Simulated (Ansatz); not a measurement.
## Isomers

Structures of AlBNH₅, closed shell, relaxed at PBE0-D4/def2-TZVP (vibrations not checked; lower isomers may exist, and structures with a doubtful reference or unclear bonds are left out). Ansatz 0.2.0; basis: def2-TZVPP; cores frozen in the correlated methods. B3LYP uses VWN-RPA correlation.

Task: Rank them by CCSD(T) energy, lowest first, and give each one's height above the lowest. Links in brackets join atoms within 1.22 times the sum of their covalent radii (1.1 for two metals). (To be estimated.)
A.
a complex of AlBNH₃ ([BH][N][AlH2]) + H₂
```
8
angstrom
B -0.3049 -0.0176 -2.3088
N 0.0542 -0.1142 -1.1145
Al 0.6059 -0.3336 0.5620
H -0.4754 1.6958 0.8345
H -0.6438 0.0771 -3.4278
H -0.2129 1.6310 1.5381
H 2.0567 0.1548 0.9628
H -0.2960 -1.1631 1.5631
```
B.
AlBNH₅ ([BH2][Al][NH3])
```
8
angstrom
B -1.1819 0.6151 -0.8633
Al 0.5207 0.9536 0.4038
N 0.9587 -1.1445 0.6993
H -2.3192 0.7159 -0.4616
H -1.1255 0.7376 -2.0661
H 0.1601 -1.6038 1.1272
H 1.7702 -1.3101 1.2829
H 1.1124 -1.5967 -0.1970
```
C.
AlBNH₅ ([BH2][NH][AlH2])
```
8
angstrom
B -0.7197 1.0213 -0.6418
N -0.4623 0.1022 0.3871
Al 0.9371 -1.0345 0.4115
H -1.6723 1.7495 -0.5927
H 0.0342 1.0647 -1.5757
H -1.1244 0.0994 1.1517
H 1.9515 -0.9953 -0.7950
H 1.0558 -2.0073 1.6548
```
D.
AlBNH₅ ([BH2]1[NH2][AlH]1)
```
8
angstrom
B -0.4414 0.7816 -0.5147
N -0.5515 0.2406 0.9155
Al 0.6290 -1.0526 -0.2041
H -1.4004 0.6287 -1.2148
H 0.2971 1.7102 -0.6748
H -1.4550 -0.0898 1.2260
H -0.1080 0.7688 1.6545
H 0.9781 -2.1558 0.9103
```

Result: By the calculation: C (0.0 kJ/mol), A (111.8 kJ/mol), D (168.1 kJ/mol), B (318.0 kJ/mol). Heights count from the lowest.

Task: Do PBE-D4, r2SCAN-D4, PBE0-D4, B3LYP-D4, wB97M-V, HF, MP2 give the same order? (A judgement: the text doesn't fix the answer.)

Result: Computed: All do.

T1 diagnostic: at most 0.019. The restricted Hartree–Fock reference is unstable towards an unrestricted one at one or more of these structures.

For scale, one of the runs: CCSD(T)/def2-TZVPP, 174 basis functions, launched by `ansatz run in.yaml --threads 2 --pin off --events-out ev --progress --plain --max-ram 4352MiB`. Hardware: 2 CPU threads of an AMD EPYC 7R43, shared host. Wall time 32 s; peak host memory 1.5 GiB.
